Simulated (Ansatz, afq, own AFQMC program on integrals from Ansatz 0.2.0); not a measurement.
## SiNH$_{3}$, singlet → SiNH₃⁺, doublet

```csv
atom,x (Å),y (Å),z (Å)
Si,0.0000,-0.0298,0.5045
N,0.0000,0.1142,-1.0818
H,0.0000,-1.2620,1.3427
H,0.0000,1.2045,1.3150
H,0.0000,-0.7003,-1.6823
```

Connectivity, by distances: SiH2–NH.

E(doublet, charge +1) − E(singlet, charge +0) at this geometry, on RHF and UHF determinants.

Basis cc-pVTZ. Noble-gas cores (and the filled d shells of Ga–Kr and In–Xe) are frozen. AFQMC by an in-house program on the Cholesky factors that Ansatz 0.2.0 writes for its CCSD(T) run. ph-AFQMC/CISD is guided by a CISD state made of CCSD amplitudes; releasing the constraint for a short imaginary time cuts its bias at the price of noise, slowly where states lie close. Error bars are statistical, one sigma. The errors of all members are added in quadrature.

No full CI on the walks' own integrals is used here. The released AFQMC energy serves as the reference, which it does only where one determinant dominates, the energy is flat over the last release times and near the phaseless one (40 meV or 2 meV an electron, half that with transition metals). On small molecules, where full CI could be run and the noise was under 10 meV, such values lay within 10 meV of it in 19 cases of 20, a flattering rate, since the rule was set on those same cases; what remains of the bias isn't in the error bar. Each member takes its own surest rung, up to full CI.

Errors are counted within cc-pVTZ, not against nature.

Cautions: SiNH₃⁺ (doublet): the released value is read at 1.50 1/Eh (meV from the phaseless value at times in 1/Eh: 1 ± 4 at 0.24, -8 ± 3 at 0.50, -16 ± 6 at 1.00, -15 ± 7 at 1.50).

Reference (AFQMC with the constraint released): 227.8 ± 0.2 kcal/mol.

| level | vertical ionization energy (kcal/mol) | error against released AFQMC (kcal/mol) |
| --- | --- | --- |
| HF | 188.7 | -39.1 ± 0.2 |
| MP2 | 232.8 | 5.0 ± 0.2 |
| CCSD | 224.3 | -3.5 ± 0.2 |
| CCSD(T) | 228.0 | 0.1 ± 0.2 |
| ph-AFQMC/CISD | 228.1 ± 0.2 | 0.2 ± 0.3 |

Correlation beyond CCSD(T) changes it by less than twice the noise. The perturbative (T) step is worth +3.6 kcal/mol.

A walk keeps the symmetry of its determinant, which the program's search chose and which needn't be the lowest solution, so a lower state of the same spin and another symmetry isn't excluded. Released energies are given only where the last usable release times agree within the noise; a slower fall can still hide under it.
